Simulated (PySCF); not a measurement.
Gas-phase reaction: 3 HCHO (formaldehyde) + C₂H₅OH → C₃H₈ + 2 HCOOH

Computed with PySCF and rigid-rotor harmonic-oscillator thermochemistry at 1 bar. 'Table' is the NASA 1993 thermochemical table (part measured, part estimated). S°(298 K) at PBE0/def2-TZVP differs from the NASA 1993 table for C₂H₅OH (-11 J/mol/K); whether the harmonic model or the table's entry is off was not settled. † marks an energy on the PBE0/def2-TZVP geometry and frequencies; other levels use their own. CCSD(T) freezes the core. 6-31G* has spherical d functions here. All species are closed-shell singlets. No R ln 2 is added for the mirror-image form of C₂H₅OH. CCSD(T) isn't extrapolated to the basis-set limit; its ΔH°(298 K) is -296.2 kJ in def2-SVP and -294.3 kJ in def2-TZVPP. The harmonic model lacks anharmonicity and excited electronic states, which grow with temperature; levels with a mode under 35 cm⁻¹ are left out. Internal rotation in C₂H₅OH, C₃H₈, HCOOH is treated as a harmonic vibration of one conformer, which makes the entropy rough.

| level | ΔH°(298 K), kJ | minus table | ΔG°(1200 K), kJ |
|---|---|---|---|
| table | -301.1 | - | -106.0 |
| BLYP/def2-TZVP† | -269.4 | 31.7 | -78.6 |
| CCSD(T)/def2-SVP† | -296.2 | 4.9 | -105.5 |
| HF/6-31G* | -277.0 | 24.1 | -84.3 |
| PBE/def2-SVP | -335.9 | -34.8 | -146.2 |
| PBE/def2-TZVP† | -315.6 | -14.5 | -124.8 |
| PBE0/def2-TZVP | -324.6 | -23.5 | -133.9 |
| r2SCAN/def2-TZVP† | -329.2 | -28.1 | -138.5 |
